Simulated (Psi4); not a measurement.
Psi4 input (wB97X-D/6-31G*):

```
memory 1500 MB

molecule {
1 2
C    -0.00210137    1.08174360    0.12090538
C     0.00074144   -1.08083876    0.12875855
C    -1.08060230   -0.00189518   -0.13071652
C     1.08196223    0.00099034   -0.11894741
H     0.00026723    1.95675874   -0.52885732
H    -0.00819803    1.41962592    1.15832029
H     0.00541670   -1.96054058   -0.51463211
H    -0.00447679   -1.41119264    1.16860008
H    -1.96147548   -0.00072250    0.51108544
H    -1.40906020   -0.00610522   -1.17116306
H     1.95579155    0.00450434    0.53240399
H     1.42173502   -0.00232806   -1.15575731
symmetry c1
no_reorient
no_com
}

set {
  basis 6-31G*
  reference uks
  scf_type pk
  dft_radial_points 99
  dft_spherical_points 590
  e_convergence 1e-8
  d_convergence 1e-7
  maxiter 150
}

e = energy('wb97x-d')
print_out(f'\nFINAL {e:.10f} DIPOLE {variable("CURRENT DIPOLE")[0]:.6f} {variable("CURRENT DIPOLE")[1]:.6f} {variable("CURRENT DIPOLE")[2]:.6f}\n')
```

From the last part of the output:

```
  HONO-1 :   15  A 1.9996536
  HONO-0 :   16  A 1.0000000
  LUNO+0 :   17  A 0.0003464
  LUNO+1 :   18  A 0.0002570
  LUNO+2 :   19  A 0.0002570
  LUNO+3 :   20  A 0.0000821

Computation Completed

Properties will be evaluated at   0.000000,   0.000000,   0.000000 [a0]

Properties computed using the SCF density matrix

 Multipole Moments:

 ------------------------------------------------------------------------------------
     Multipole            Electronic (a.u.)      Nuclear  (a.u.)        Total (a.u.)
 ------------------------------------------------------------------------------------

 L = 1.  Multiply by 2.5417464519 to convert [e a0] to [Debye]
 Dipole X            :         -0.0000000           -0.0000000           -0.0000000
 Dipole Y            :         -0.0000000           -0.0000000           -0.0000000
 Dipole Z            :         -0.0000000            0.0000000           -0.0000000
 Magnitude           :                                                    0.0000000

 ------------------------------------------------------------------------------------

FINAL -156.7571170146 DIPOLE -0.000000 -0.000000 -0.000000

*** Psi4 exiting successfully. Buy a developer a beer!
```

The dipole moment of an ion depends on the origin.
